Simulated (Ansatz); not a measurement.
B2H4Si, SMILES `B1B[SiH2]1`, 7 atoms. The species carries charge 0 and has multiplicity 1. All runs use 2 threads of an Arm Neoverse V2 on a shared host. Correlated methods freeze the cores. Open-shell runs search over several starts.

(1) Give the basis size and wall time and peak host memory of each of these runs in Ansatz. RKS ωB97M-V/def2-SVP energy; RKS HSE06 (plane-wave form)-D4/def2-TZVPP energy; RHF-CCSD(T)/def2-SVP energy; RKS revPBE-D4/def2-TZVPP energy; UKS PBE0-D4/def2-TZVPP energy of the cation; UKS ωB97M-V/def2-TZVPP energy of the cation; RKS SPW92 (LDA)/def2-TZVPP energy; RHF-MP2/def2-QZVPP energy; RKS r2SCAN-D4/def2-TZVPP energy and forces; RHF-CCSD(T)/def2-TZVPP energy; UKS PBE-D4/def2-TZVPP energy of the cation; UKS B2PLYP (frozen core)/def2-TZVPP energy of the cation. (Best estimate.)

Answers

(1) Ansatz gave: Other jobs shared the machine, so times are rough.

```
                                    level                   job  functions  wall time  peak host memory (GiB)
                     RHF-CCSD(T)/def2-SVP                energy         66      0.6 s                    0.32
               RKS SPW92 (LDA)/def2-TZVPP                energy        160      0.7 s                    0.14
                 RKS revPBE-D4/def2-TZVPP                energy        160      1.1 s                    0.15
RKS HSE06 (plane-wave form)-D4/def2-TZVPP                energy        160      1.6 s                    0.32
                     RKS ωB97M-V/def2-SVP                energy         66      2.2 s                    0.32
                    UKS PBE-D4/def2-TZVPP  energy of the cation        160      2.8 s                    0.32
                 RKS r2SCAN-D4/def2-TZVPP     energy and forces        160      2.8 s                    0.17
                   UKS PBE0-D4/def2-TZVPP  energy of the cation        160      3.1 s                    0.32
      UKS B2PLYP (frozen core)/def2-TZVPP  energy of the cation        160      4.2 s                    0.33
                       RHF-MP2/def2-QZVPP                energy        304        7 s                    0.99
                   RHF-CCSD(T)/def2-TZVPP                energy        160        9 s                     1.1
                   UKS ωB97M-V/def2-TZVPP  energy of the cation        160       11 s                    0.48
```
